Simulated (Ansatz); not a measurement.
The input, for Ansatz 0.2.0:

```yaml
crystal:
  periodic: [false, false, false]
  atoms:
    - {symbol: C, position_ang: [-0.432121, 0.000000, 0.489481]}
    - {symbol: Be, position_ang: [0.550997, 0.000000, -0.803385]}
    - {symbol: H, position_ang: [0.222625, 0.000000, 1.350517]}
basis:
  gaussian: {orbitals: 6-31G}
magnetization: {spin_polarized: false, initial_magnetization: 1}
correlation: {method: fic_mrcisd_q_relaxed, electrons: outside_noble_gas, active_space: {window: {electrons: 1, orbitals: 2}}}
```

```sh
$ ansatz run in.yaml --threads 1 --pin off --events-out ev --progress --plain --max-ram 2393MiB
```

Log:

```
284 factors; integrals over basis functions are off by at most 2.7e-4 eV
mean field evaluation 1: about -1436.5919 eV, gradient 1.6e1 eV
mean field evaluation 2: about -1436.5920 eV, gradient 1.6e1 eV
mean field evaluation 4: about -1437.8019 eV, gradient 2.3e0 eV
mean field evaluation 8: about -1437.8606 eV, gradient 1.3e-1 eV
mean field evaluation 16: about -1436.0487 eV, gradient 7.0e0 eV
mean field evaluation 32: about -1437.8614 eV, gradient 9.9e-6 eV
mean field evaluation 64: about -1437.2263 eV, gradient 2.9e-6 eV
mean field evaluation 96: about -1437.8614 eV, gradient 2.0e-4 eV
mean field evaluation 128: about -1437.2399 eV, gradient 6.5e-2 eV
mean field evaluation 160: about -1437.8613 eV, gradient 2.8e-2 eV
mean field -1438.27409949 eV, -52.8555982591 hartree, gradient 6.5e-6 eV, S^2 0.750000; 13 other end points of the search recorded, 0 dependent functions left out
reference -1438.27409949 eV, -52.8555982591 hartree; 6, 5 occupied and 14, 15 virtual orbitals, 284 factors
state -1438.27409949 eV, -52.8555982591 hartree
...
contracted CI cycle   5: correlation -3.76300116 eV, -0.1382877420 hartree, residual 5.25e-1 eV
contracted CI cycle   6: correlation -3.77602369 eV, -0.1387663111 hartree, residual 2.56e-1 eV
contracted CI cycle   7: correlation -3.77904228 eV, -0.1388772422 hartree, residual 1.13e-1 eV
contracted CI cycle   8: correlation -3.77953879 eV, -0.1388954888 hartree, residual 4.58e-2 eV
contracted CI cycle   9: correlation -3.77962152 eV, -0.1388985290 hartree, residual 1.86e-2 eV
contracted CI cycle  10: correlation -3.77963381 eV, -0.1388989807 hartree, residual 6.40e-3 eV
contracted CI cycle  11: correlation -3.77963527 eV, -0.1388990344 hartree, residual 2.28e-3 eV
contracted CI cycle  12: correlation -3.77963548 eV, -0.1388990420 hartree, residual 1.02e-3 eV
contracted CI cycle  13: correlation -3.77963552 eV, -0.1388990435 hartree, residual 4.21e-4 eV
contracted CI cycle  14: correlation -3.77963553 eV, -0.1388990437 hartree, residual 1.60e-4 eV
state -1437.86141353 eV, -52.8404323299 hartree; corrected -1442.49830229 eV, -53.0108348488 hartree
state -1437.86141353 eV, -52.8404323299 hartree; corrected -1442.49830229 eV, -53.0108348488 hartree
the orbitals are reached from a further start. From the first start the search ends at -1438.27409949 eV, -52.8555982591 hartree
WARN: 1 active orbitals are nearly empty or full. The corrections depend on them more than the energy does, and are more stable in an active space without them
WARN: the results are in doubt because another end's mean lies 0.413 eV lower, and its corrected mean 1.557 eV higher
Total energy: -1442.49830229 eV, -53.0108348488 hartree
In doubt: another end's mean lies 0.413 eV lower, and its corrected mean 1.557 eV higher
```

The active space holds one configuration alone, so it describes no static correlation.

Natural occupations: 1.0000 0.0000.

Ran on 1 thread of AMD EPYC 9B45, shared host: 0.42 s wall, 0.15 GiB peak host memory.
